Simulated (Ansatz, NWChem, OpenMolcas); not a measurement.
Computed against measured: dipole moment

6 molecules of light elements (H to F); the dipole moment in D, computed less measured. Shapes, held fixed at every level: PBE0-D4/def2-TZVP. No vibrational averaging. Dipoles are compared by magnitude; molecules under 1 D, whose direction can flip, are left out. Programs: Ansatz 0.2.0, NWChem 7.3.0, OpenMolcas 26.06. A level may come from different programs for different species; with the same settings they agree closely. Measured values: NIST CCCBDB.

Levels: A = HF/def2-SVP; B = B3LYP/6-31G* (Cartesian functions); C = wB97M-V/def2-TZVPP.

| molecule | measured | A | B | C |
| --- | --- | --- | --- | --- |
| CHFO (formyl fluoride) | 2.02 | +0.44 | -0.05 | +0.09 |
| C2H3F (SMILES C=CF) | 1.43 | +0.23 | -0.23 | -0.09 |
| CH4O (methanol) | 1.70 | +0.18 | -0.03 | -0.06 |
| CH5N (methylamine) | 1.31 | +0.13 | +0.10 | 0.00 |
| C2H5F (SMILES CCF) | 1.96 | +0.20 | -0.26 | -0.09 |
| C3H5N (propanenitrile) | 4.02 | +0.12 | -0.14 | +0.08 |

(1) Which level does best on this set, which worst, and which err to one side?

Answers

(1) 
| level | kind | mean error | mean absolute error | worst case |
| --- | --- | --- | --- | --- |
| HF/def2-SVP | Hartree–Fock | +0.217 | 0.217 | CHFO |
| B3LYP/6-31G* (Cartesian functions) | global hybrid | -0.102 | 0.135 | C2H5F |
| wB97M-V/def2-TZVPP | range-separated hybrid | -0.012 | 0.068 | CHFO |

On this set wB97M-V/def2-TZVPP has the smallest mean absolute error and HF/def2-SVP the largest. HF/def2-SVP is too high in 6 of 6; B3LYP/6-31G* (Cartesian functions) is too low in 5 of 6. The levels differ in basis as well as in method. The set is small.
